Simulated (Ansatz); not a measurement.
Worked example: H₂C–Cl⁺, singlet against H2C–Cl, doublet

Geometry (PBE0/def2-TZVP stationary point of a doublet), kept for both states (H2C–Cl, doublet: B1; H2C–Cl⁺, singlet: A1):

```xyz
4

C     0.0000    0.0000    1.1869
Cl    0.0000    0.0000   -0.4984
H     0.0000    0.9523    1.6928
H     0.0000   -0.9523    1.6928
```

Basis cc-pVTZ; Ansatz 0.2.0. Only valence electrons are correlated (noble-gas cores frozen). Prefix R: restricted or restricted open-shell reference; prefix U: unrestricted.

Full CI isn't at hand for all of this; UCCSDT(Q) serves as the reference, and is uncertain by the last step of the cluster series or more.

```tsv
level	E(H2C–Cl, doublet) (hartree)	E(H2C–Cl⁺, singlet) (hartree)
UHF	-498.514899	-498.201617
UMP2	-498.851562	-498.530632
UCCSD(T)	-498.896889	-498.577784
PBE	-499.232325	-498.909826
r2SCAN	-499.423041	-499.091646
UCCSDT(Q)	-498.898385	-498.579833
```

Give the vertical gap, H2C–Cl⁺ singlet less H2C–Cl doublet, at each level in eV (1 hartree = 27.2114 eV), and each error against UCCSDT(Q).

UCCSDT(Q): (-498.579833 − (-498.898385)) × 27.2114 = 8.668 eV (the reference)
r2SCAN: (-499.091646 − (-499.423041)) × 27.2114 = 9.018 eV, error 0.350 eV
PBE: (-498.909826 − (-499.232325)) × 27.2114 = 8.776 eV, error 0.108 eV
UCCSD(T): (-498.577784 − (-498.896889)) × 27.2114 = 8.683 eV, error 0.015 eV
UMP2: (-498.530632 − (-498.851562)) × 27.2114 = 8.733 eV, error 0.065 eV
UHF: (-498.201617 − (-498.514899)) × 27.2114 = 8.525 eV, error -0.143 eV

Total energies of functionals can't be set beside those of wave-function methods, since they hold the core's correlation and their own absolute errors; only the differences compare.

The reference still carries a basis error, for a change of charge of the order of 0.1 eV, so smaller errors of functionals can't be ranked.

Each level lands on the state that its own search finds. T1 diagnostics of restricted CCSD: 0.019 and 0.030.
